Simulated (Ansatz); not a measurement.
Total energies of the cluster Si2C (the lowest singlet isomer of a short search) from Ansatz at r2SCAN-D4/def2-TZVP, gas phase (1 Eh = 27.2114 eV = 2625.5 kJ/mol). The reference geometry is relaxed at PBE0-D4/def2-TZVP.

```xyz
3

Si   -0.990    1.090    0.241
Si    1.328   -0.643   -0.224
C    -0.338   -0.447   -0.017
```

```
                 state                      geometry  energy (Eh)
      charge 0 singlet                     reference   -616.92017
      charge 1 doublet                     reference   -616.58609
      charge 0 triplet  relaxed at PBE0-D4/def2-TZVP   -616.84400
      charge 0 quintet  relaxed at PBE0-D4/def2-TZVP   -616.76758
free Si atom (triplet)                             –   -289.34121
 free C atom (triplet)                             –    -37.83292
```

(1) Work out the vertical ionisation energy to the doublet.

(2) Which of the charge 0 states is lowest, and how far above it are the others?

(3) What is the binding energy per atom against free atoms?

(1) E(charge 1 doublet) − E(charge 0 singlet) = -616.58609 − (-616.92017) = 0.33408 Eh = 9.09 eV. For comparison, −ε of the highest occupied level is 6.29 eV at this level, 2.80 eV less.

(2) The singlet. triplet: -616.84400 − (-616.92017) = 0.07617 Eh = 200.0 kJ/mol; quintet: -616.76758 − (-616.92017) = 0.15259 Eh = 400.6 kJ/mol.

(3) Atoms: 2 × (-289.34121) + 1 × (-37.83292) = -616.51534 Eh. Binding: -616.51534 − (-616.92017) = 0.40483 Eh = 11.02 eV, or 3.67 eV for each of 3 atoms (no zero-point energy, no counterpoise term).

The structure comes from a short search, and lower isomers may exist.
